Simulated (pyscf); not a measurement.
PySCF, gas phase, ωB97X-D3(BJ)/def2-SVP geometries.

Task: Estimate the classical barrier height and the reaction energy of H₂C=C=NH + methyl (CH₃•) → H₃C–CH₂–C•=NH at ωB97M-D3(BJ)/def2-TZVP. The step runs on the doublet surface, breaks none and forms C–C; take the separated reactants as zero.

Result: ΔE‡ = 8.2 kcal/mol, ΔE = -34.6 kcal/mol. Zero-point energy shifts the barrier by +2.4 kcal/mol. It is an addition, with an imaginary mode of 523i cm⁻¹. On the product side the descent ends in a point that may be a rotor saddle (no frequency run), 4.2 kcal/mol over the lowest minimum found and 40.9 kcal/mol under the saddle at ωB97X-D3(BJ)/def2-TZVP. From the product side, H₃C–CH₂–C≡N + H• lies, by one bond made or cut, 21.3 kcal/mol under this saddle at ωB97M-D3(BJ)/def2-TZVP. H₂C=C=NH lies 26.0 kcal/mol over its isomer H₃C–C≡N (electronic energy, ωB97M-D3(BJ)/def2-TZVP). H₃C–CH₂–C•=NH lies 11.5 kcal/mol over its isomer H₃C–C(CH₃)=N• (electronic energy, ωB97M-D3(BJ)/def2-TZVP). This is the saddle that the search found; another between the same sides may lie lower.
